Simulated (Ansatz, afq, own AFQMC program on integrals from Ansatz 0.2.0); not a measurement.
AFQMC on a folder of integrals that Ansatz 0.2.0 wrote.

```yaml
crystal:
  periodic: [false, false, false]
  atoms:
    - {symbol: Si, position_ang: [0.000000, 0.000000, 0.000000]}
    - {symbol: N, position_ang: [0.000000, 0.000000, 3.005000]}
basis:
  gaussian: {orbitals: 6-31G}
magnetization: {spin_polarized: false, initial_magnetization: 3}
correlation: {method: ccsd_t, electrons: outside_noble_gas, hamiltonian_folder: ham}
```

```sh
$ ansatz run in.yaml --threads 1 --pin off --events-out ev --progress --plain --max-ram 24576MiB --backend cuda --devices 0, --max-vram 18GiB
```

afq runs on the folder ham with

```
--method phaseless --trial cisd --walkers 4000 --populations 20 --least-time 60 --time-step 0.005 --steps-per-block 50 --equilibration-blocks 40 --max-blocks 4000 --target-error 0.00036 --factor-cut 1e-05 --start spin_pure --seed 1628 --release-times 0.24,0.51,0.99,1.62,2.4 --release-step 0.03 --release-every 3 --taylor-order 6
```

Times are imaginary, in 1/Eh. The walk had a cap of 122 s. With eight or more populations the least sampling time is a fifth of least-time, and the error comes from their spread.

Log:

```
orbitals 16  electrons 6 3  factors 80 of 272
reference energy -343.10556829 Eh
CCSD correlation -0.15813391 Eh in 25 cycles, weight of the determinant in the CISD state 0.5906
energy of the start -343.263693 Eh
 block  time / (1/Eh)  mean weight  energy / Eh
     1     0.250  0.9997  -343.262119
     2     0.500  1.0000  -343.262222
     3     0.750  0.9999  -343.262671
     4     1.000  0.9999  -343.263667
     5     1.250  0.9999  -343.264107
     7     1.750  1.0000  -343.264946
     9     2.250  1.0001  -343.265324
    11     2.750  1.0000  -343.266767
    15     3.750  1.0000  -343.266664
    19     4.750  0.9996  -343.267262
    23     5.750  1.0000  -343.267201
    27     6.750  0.9997  -343.267629
    31     7.750  0.9996  -343.268151
    35     8.750  1.0001  -343.269028
    39     9.750  0.9999  -343.269992
    43    10.750  1.0003  -343.268691
    47    11.750  0.9999  -343.269041
    51    12.750  1.0001  -343.269005
    55    13.750  1.0001  -343.268501
    59    14.750  0.9999  -343.269003
    63    15.750  0.9998  -343.268579
    65    16.250  1.0001  -343.270581
    67    16.750  1.0000  -343.269233
    71    17.750  0.9999  -343.268765
    75    18.750  1.0000  -343.270226
    79    19.750  1.0000  -343.268608
    83    20.750  1.0001  -343.268650
    87    21.750  1.0000  -343.269757
    89    22.250  0.9999  -343.269761
error from the spread of 20 populations
released: time / (1/Eh)  energy / Eh  error  mean overlap
  0.24  -343.269241  0.000172  0.9995
  0.51  -343.269486  0.000127  1.0009
  0.99  -343.269743  0.000174  1.0041
  1.62  -343.270138  0.000125  1.0004
  2.40  -343.270508  0.000162  1.0005
energy -343.269091 +/- 0.000188 Eh
(rows thinned)
```

The run passed its tests (sampling time, drift between the halves within three errors, error under three times the target), which doesn't prove that it has relaxed.

Against this walk (error 5.1 meV) on the same determinant: CCSD(T) 116.3 meV lower, CCSDT(Q) 122.1 meV lower, CCSDTQ 115.2 meV lower, full CI 115.9 meV lower. The error is statistical and leaves out the bias of the constraint. The released energies are still falling (meV from the phaseless value at times in 1/Eh: -4 ± 5 at 0.24, -11 ± 3 at 0.51, -18 ± 5 at 0.99, -29 ± 3 at 1.62, -39 ± 4 at 2.40), so they give no level; they do show a bias of the constraint, and the last of them that isn't too noisy lies 77 meV above full CI. Full CI is exact here, so the walk's 116 meV above it is the walk's own error: the bias of the constraint with this trial. The determinant is a poor start (see the cautions), so the low cluster orders aren't to be relied on, and full CI is the sure value.

Cautions: constraint bias not in the error; lower spins were not checked; a spin-contaminated unrestricted determinant lies lower (UHF 2.36 eV lower, ⟨S²⟩ 4.75); the search met a lower determinant of the same kind, perhaps of another symmetry (1.21 eV lower); strong correlation (T1 0.098, weight of the determinant 0.59, largest double 0.40); (T) is large, 6 % of the CCSD correlation; the CCSD(T) amplitudes may be one of several solutions (largest double 0.40); the CCSDT(Q) amplitudes may be one of several solutions (largest double 0.50); the CCSDTQ amplitudes may be one of several solutions (largest double 0.50); the next higher spin lies close (full CI puts it 49 meV above).

The walk took 26 s on 1 × NVIDIA H100 80GB HBM3 with 2 threads of AMD EPYC 7R13 Processor (Zen 3), on a shared host (the card was shared). The log's last line is the phaseless energy.

CCSDT and higher add their correlation energy to the determinant of the CCSD(T) run, since their own runs factorise the integrals more tightly (a shift of under 2 meV). A walk keeps the symmetry of its determinant, which the program's search chose and which needn't be the lowest solution, so a lower state of the same spin and another symmetry isn't excluded.
